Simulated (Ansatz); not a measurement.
Working through harmonic frequencies at the relaxed geometry of CH₅MgN, SMILES [CH3][Mg][NH2]

Computed with Ansatz's Python interface.

Typed at the interpreter:
```pycon
>>> import ansatz
>>> import numpy as np
>>> geometry_ang = [
...     ("C", [-1.0592, 1.2183, -0.6526]),
...     ("Mg", [0.1194, -0.2592, 0.2658]),
...     ("N", [1.2736, -1.7155, 1.1475]),
...     ("H", [-1.8958, 0.7927, -1.1735]),
...     ("H", [-0.5032, 1.8135, -1.4285]),
...     ("H", [-1.478, 1.9811, 0.1094]),
...     ("H", [2.3138, -1.3557, 1.152]),
...     ("H", [1.3215, -2.5322, 0.5242]),
... ]
>>> geometry = ansatz.Crystal.molecule()
>>> for symbol, xyz in geometry_ang:
...     geometry = geometry.atom(symbol, xyz)
...
>>> setup = (
...     geometry.calculation()
...     .basis(gaussian="cc-pVDZ")
...     .functional("r2scan", dispersion="d3bj")
... )
>>> symbols = [site.symbol for site in geometry.cartesian_sites]
>>> start = np.array([site.position_ang for site in geometry.cartesian_sites], dtype=float)
>>> data = setup.relax(force_tolerance=0.003).run(threads=1).report
DeckWarning: the engine holds no damping parameters fitted to this dispersion correction and functional, so the run takes those fitted to r2scan beside the three-body term, which d3bj leaves out (hamiltonian.dispersion, under Limitations)
>>> end = np.array(data["positions_ang"])
>>> print("final positions (A) and the move of each atom")
final positions (A) and the move of each atom
>>> for symbol, xyz, old in zip(symbols, end, start):
...     print(f"{symbol:2s} {xyz[0]:10.5f} {xyz[1]:10.5f} {xyz[2]:10.5f}   {np.linalg.norm(xyz - old):7.4f}")
...
C    -1.05529    1.22519   -0.64657    0.0100
Mg    0.21689   -0.23951    0.11739    0.1787
N     1.37093   -1.57437    0.80855    0.3798
H    -1.93139    0.78893   -1.16025    0.0382
H    -0.55057    1.87439   -1.38465    0.0887
H    -1.45272    1.88854    0.14267    0.1016
H     2.24764   -1.43512    1.31003    0.1888
H     1.24661   -2.58506    0.75713    0.2503
>>> minimum = ansatz.Crystal.molecule()
>>> for symbol, xyz in zip(symbols, end):
...     minimum = minimum.atom(symbol, xyz.tolist())
...
>>> vibrating = (
...     minimum.calculation()
...     .basis(gaussian="cc-pVDZ")
...     .functional("r2scan", dispersion="d3bj")
...     .phonons(temperatures=(200, 600, 100))
... )
>>> vib = vibrating.run(threads=1).report["vibrations"]
>>> sums = vib["harmonic_sums"]
>>> modes = [m["omega_inv_cm"] for m in sums["modes_at_gamma"] if m["rigid_motion"] == "no"]
>>> for number, w in enumerate(modes, start=1):
...     print(f"mode {number:2d} {w:9.1f} 1/cm {w / 8065.544 * 1000:8.2f} meV")
...
mode  1       6.6 1/cm     0.82 meV
mode  2     106.4 1/cm    13.19 meV
mode  3     113.5 1/cm    14.07 meV
mode  4     252.8 1/cm    31.34 meV
mode  5     454.7 1/cm    56.38 meV
mode  6     472.8 1/cm    58.62 meV
mode  7     554.9 1/cm    68.80 meV
mode  8     563.7 1/cm    69.89 meV
mode  9     747.1 1/cm    92.63 meV
mode 10    1129.4 1/cm   140.03 meV
mode 11    1424.2 1/cm   176.57 meV
mode 12    1424.9 1/cm   176.67 meV
mode 13    1539.8 1/cm   190.91 meV
mode 14    3009.6 1/cm   373.14 meV
mode 15    3100.8 1/cm   384.45 meV
mode 16    3104.6 1/cm   384.92 meV
mode 17    3529.8 1/cm   437.64 meV
mode 18    3606.0 1/cm   447.09 meV
>>> print("imaginary modes:", sum(w < 0 for w in modes), " zero-point energy:", round(sums["zero_point_energy_ev"], 4), "eV")
imaginary modes: 0  zero-point energy: 1.5586 eV
>>> print("T (K)   F_vib (eV)   S_vib (meV/K)   C_vib (meV/K)")
T (K)   F_vib (eV)   S_vib (meV/K)   C_vib (meV/K)
>>> for row in zip(sums["temperatures_k"], sums["vibrational_free_energy_ev"], vib["entropy_ev_per_k"], vib["heat_capacity_ev_per_k"]):
...     print(f"{row[0]:6.1f} {row[1]:11.4f} {1000 * row[2]:13.4f} {1000 * row[3]:15.4f}")
...
 200.0      1.4798        0.6579          0.4549
 300.0      1.4031        0.8712          0.6001
 400.0      1.3064        1.0597          0.7109
 500.0      1.1918        1.2282          0.7995
 600.0      1.0613        1.3806          0.8729
>>> heavier = vibrating.phonons(masses={"H": 2.014102}).run(threads=1).report["vibrations"]["harmonic_sums"]
>>> print("deuterated (1/cm):", " ".join(f"{m['omega_inv_cm']:.0f}" for m in heavier["modes_at_gamma"] if m["rigid_motion"] == "no"))
deuterated (1/cm): 5 98 101 194 344 428 433 441 714 878 1030 1031 1139 2160 2291 2294 2556 2651
>>> print("zero-point energy falls by", round(sums["zero_point_energy_ev"] - heavier["zero_point_energy_ev"], 4), "eV")
zero-point energy falls by 0.3938 eV
```

Notes:
- These settings explore the input space; basis and method may be short of convergence.
- Warnings are shown shortened and without file and line.
- The frequencies are harmonic and unscaled, in a modest basis. The result belongs to the one conformer reached from this start, and soft torsions count as harmonic oscillators.
- A dispersion term here runs with damping parameters fitted for another variant or functional.
- The whole script took 3.7 min on 1 thread of Intel(R) Xeon(R) Platinum 8375C CPU @ 2.90GHz (Ice Lake) (shared host), peak memory 0.22 GiB.

(Lines on the test bed's own set-up are left out of the output.)
